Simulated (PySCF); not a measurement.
# SiCl⁺: from constants to spectrum

PBE0 constants of SiCl⁺, ¹Σ⁺ (singlet), closed shell (basis Si def2-TZVP, Cl def2-TZVP; no relativity; PySCF 2.14; masses 27.9769 and 34.9689 u):

* ωe: 674.0 cm⁻¹
* ωexe: 2.21 cm⁻¹
* Be: 0.28381 cm⁻¹
* αe: 0.00143 cm⁻¹
* D (centrifugal): 2.01e-07 cm⁻¹
* De to Si⁺ + Cl: 5.25 eV

Q: Estimate the standard entropy (1 bar) and heat capacity of the ideal gas at 1000 K, rigid rotor with B0 and harmonic oscillator at the fundamental.

A: Translation (Sackur–Tetrode, M = 62.95 u): 185.7 J/(mol K). Rotation: q = kT/(σB0) = 2460 with σ = 1, 73.2. Vibration: x = hcν0/kT = 0.963, 8.94. S° = 267.8 J/(mol K); Cp = 7R/2 + 7.70 = 36.8 J/(mol K).

For an ion De counts to the pair picked by the measured ionisation energies or electron affinities, which need not be the lowest pair at this level.
